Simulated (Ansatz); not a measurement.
Species: C2H6N (charge 0, doublet). It need not be the lowest isomer of its formula. 
Geometry from a B3LYP-D3(BJ)/def2-TZVP (Ansatz, an electronic-structure program) optimisation:
SMILES: C([NH])C
```xyz
9

C      1.1323    -0.4026     0.0357
C     -0.0608     0.5582     0.0396
N     -1.3458    -0.0877     0.0127
H      2.0718     0.1510     0.0859
H      1.0877    -1.0737     0.8947
H      1.1429    -1.0096    -0.8726
H      0.0072     1.2100    -0.8483
H     -0.0183     1.2183     0.9100
H     -1.2993    -0.8157    -0.7109
```
Charge 0, spin multiplicity 2.

Parts of the frozen-core correlation energy in cc-pVDZ (Ansatz, hartree). Frozen orbitals: 3; correlated occupied orbitals by spin: 10 and 9; virtual: 59 and 60. Open shells are spin-unrestricted. No spin-orbit coupling. No relativistic terms.

| term | value |
|---|---|
| reference (HF) | -133.64132 |
| MP2 opposite-spin | -0.32901 |
| MP2 same-spin | -0.09698 |
| CCSD correlation | -0.47322 |
| (T) | -0.01234 |
| T1 diagnostic | 0.011 |
| largest doubles amplitude | 0.015 |
| <S^2> of the reference | 0.760 |
